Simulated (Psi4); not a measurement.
# CH4 (methane): entropy by statistical mechanics

A singlet with charge 0, relaxed at PBE0-D4/def2-TZVP (density fitting) (Psi4 1.11):

```xyz
5

C    -0.0026    0.0145   -0.0070
H     0.1443   -0.2178    1.0474
H    -1.0102    0.4018   -0.1560
H     0.1294   -0.8905   -0.5994
H     0.7249    0.7632   -0.3188
```

Harmonic wavenumbers in cm⁻¹: 1326, 1327, 1327, 1551, 1552, 3047, 3168, 3168, 3169.

Masses in u: C 12.011, H 1.008. Take T = 298.15 K, p = 1 bar, R = 8.3145 J/(mol K), kT/hc = 207.22 cm⁻¹, rigid rotor and harmonic oscillator.

Work out S° at 298 K.


1. Translation (Sackur–Tetrode): S = R[3/2 ln M + 5/2 ln T − 1.1517] with M = 16.043 gives 143.5 J/(mol K).
2. Rotation: principal moments 3.190, 3.192, 3.192 u Å² give A, B, C = 5.2843, 5.2815, 5.2806 cm⁻¹; the symmetry number is σ = 12; q = (√π/σ)√((kT/hc)³/ABC) = 36; S = R(ln q + 3/2) = 42.3.
3. Vibration: with u = ν̃/207.22, each mode gives R[u/(eᵘ − 1) − ln(1 − e⁻ᵘ)]; the sum is 0.4, most from 1326 cm⁻¹ (0.1), 1327 cm⁻¹ (0.1), 1327 cm⁻¹ (0.1).
4. Spin: R ln 1 = 0.0.
5. Sum: 143.5 + 42.3 + 0.4 + 0.0 = 186.2 J/(mol K).

The tabulated value is 186.3 J/(mol K) (CRC Handbook of Chemistry and Physics): the model is off by -0.1.
